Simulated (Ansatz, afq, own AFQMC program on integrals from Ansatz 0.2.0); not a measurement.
AFQMC on a folder of integrals that Ansatz 0.2.0 wrote.

```yaml
crystal:
  periodic: [false, false, false]
  atoms:
    - {symbol: N, position_ang: [0.000000, 0.000000, 0.000000]}
    - {symbol: N, position_ang: [0.000000, 0.000000, 3.004000]}
basis:
  gaussian: {orbitals: 6-31G}
magnetization: {spin_polarized: true, initial_magnetization: 0}
correlation: {method: ccsd_t, electrons: outside_noble_gas, hamiltonian_folder: ham}
```

```sh
$ ansatz run in.yaml --threads 1 --pin off --events-out ev --progress --plain --max-ram 16896MiB --backend cuda --devices 0, --max-vram 18GiB
```

afq runs on the folder ham with

```
--method free --trial cisd --walkers 100 --time-step 0.05 --max-blocks 60 --target-error 0.00152 --factor-cut 1e-05 --seed 409 --times 0,0.05,0.1,0.15 --taylor-order 4
```

Times are imaginary, in 1/Eh. The walk had a cap of 60 s.

```
orbitals 16  electrons 5 5  factors 76 of 264
reference energy -108.76974250 Eh
CCSD correlation -0.06842416 Eh in 19 cycles, weight of the determinant in the CISD state 0.9711
repeat  energy at the last time / Eh  error
    10  -108.838405  0.000049
    20  -108.838367  0.000037
    30  -108.838366  0.000027
time / (1/Eh)  energy / Eh  error  mean overlap
  0.00  -108.838187  0.000020  1.0300
  0.05  -108.838247  0.000019  1.0318
  0.10  -108.838307  0.000021  1.0319
  0.15  -108.838369  0.000026  1.0325
energy -108.838369 +/- 0.000026 Eh
```

The run passed its tests (error under three times the target), which doesn't prove that it has relaxed.

Against this walk (error 0.7 meV) on the same determinant: CCSD(T) 4.6 meV lower, CCSDT(Q) 14.3 meV lower, CCSDTQ 15.9 meV lower, full CI 17.5 meV lower. The error is statistical, and a free projection of finite length keeps a remainder of its start. The determinant has ⟨S²⟩ = 3.00, so the low cluster orders mix in higher spin, and so can this walk.

A setting was made bad on purpose (projection too short), so the walk's energy isn't to be trusted.

Cautions: remainder of the start not in the error; start is not spin pure; unrestricted determinant spin contaminated (⟨S²⟩ 3.00 against 0.00); the next higher spin lies close (full CI puts it 10 meV above); the time-step error isn't removed.

CCSDT and higher add their correlation energy to the determinant of the CCSD(T) run, since their own runs factorise the integrals more tightly (a shift of under 2 meV).
